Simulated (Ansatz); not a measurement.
# C2H5FS: basis-set convergence

An exercise on one series of results from a longer session: the logs are not shown, and one member is left open.

The runs use Ansatz 0.2.0, Gaussian basis; one geometry, several basis sets.

The runs, in order: PBE0-D4/def2-SVP; ωB97M-V/def2-SVP; PBE0-D4/def2-QZVPP; ωB97M-V/def2-QZVPP; the functionals' def2-TZVPP values are taken from earlier runs.

**Structure used throughout**

All runs share one geometry, relaxed beforehand with PBE0-D4 in a triple-zeta def2 set.

SMILES `CSCF`, 9 atoms, charge 0, spin multiplicity 1.

Atoms are counted from 1 here; the program's logs count them from 0.

Bond lengths: C1–S2 1.799 Å, C1–H5 1.091 Å, C1–H6 1.089 Å, C1–H7 1.090 Å, S2–C3 1.777 Å, C3–F4 1.381 Å, C3–H8 1.092 Å, C3–H9 1.093 Å. Angles: S2–C1–H5 111.1°, S2–C1–H6 110.8°, S2–C1–H7 106.9°, H5–C1–H6 110.3°, H5–C1–H7 108.9°, H6–C1–H7 108.9°, C1–S2–C3 99.9°, S2–C3–F4 113.2°, S2–C3–H8 106.9°, S2–C3–H9 110.7°, F4–C3–H8 108.5°, F4–C3–H9 107.4°, H8–C3–H9 110.2°.

Set-up of the first run:

Input file in.yaml:

```yaml
crystal:
  periodic: [false, false, false]
  atoms:
    - {symbol: C, position_ang: [-0.632991, 1.035957, 0.624993]}
    - {symbol: S, position_ang: [0.089444, 0.664657, -0.980338]}
    - {symbol: C, position_ang: [0.607522, -1.012136, -0.701235]}
    - {symbol: F, position_ang: [1.696291, -1.111053, 0.142677]}
    - {symbol: H, position_ang: [-1.475898, 0.376354, 0.837517]}
    - {symbol: H, position_ang: [0.115323, 0.957791, 1.412957]}
    - {symbol: H, position_ang: [-0.992402, 2.064107, 0.580512]}
    - {symbol: H, position_ang: [0.884184, -1.424293, -1.674203]}
    - {symbol: H, position_ang: [-0.203072, -1.597784, -0.260081]}
basis:
  gaussian: {orbitals: def2-SVP}
hamiltonian: {xc: pbe0, dispersion: d4}
output: {orbitals: {seedname: orbitals}}
```

Run with:

```console
$ ansatz run in.yaml --threads 2 --pin off --events-out ev --progress --plain --max-ram 4352MiB
```

Steps of the session up to this table: PBE0-D4 in def2-SVP; ωB97M-V in def2-SVP; PBE0-D4 in def2-QZVPP; ωB97M-V in def2-QZVPP.

One of the session's tables, all rows but one given; the rest of the session is left out.

| functional | basis | HOMO (eV) | LUMO (eV) |
| --- | --- | --- | --- |
| PBE0-D4 | def2-SVP | -6.82 | 1.44 |
| PBE0-D4 | def2-TZVPP | -6.93 | 0.79 |
| PBE0-D4 | def2-QZVPP | -6.97 | 0.48 |
| ωB97M-V | def2-SVP | ? | ? |
| ωB97M-V | def2-TZVPP | -9.16 | 2.62 |
| ωB97M-V | def2-QZVPP | -9.21 | 1.85 |

**Question.** Estimate the row for ωB97M-V, def2-SVP.

**Answer.** HOMO (eV): -9.03; LUMO (eV): 3.45. In the column «HOMO (eV)» it lies between ωB97M-V, def2-TZVPP (-9.16) and PBE0-D4, def2-QZVPP (-6.97).
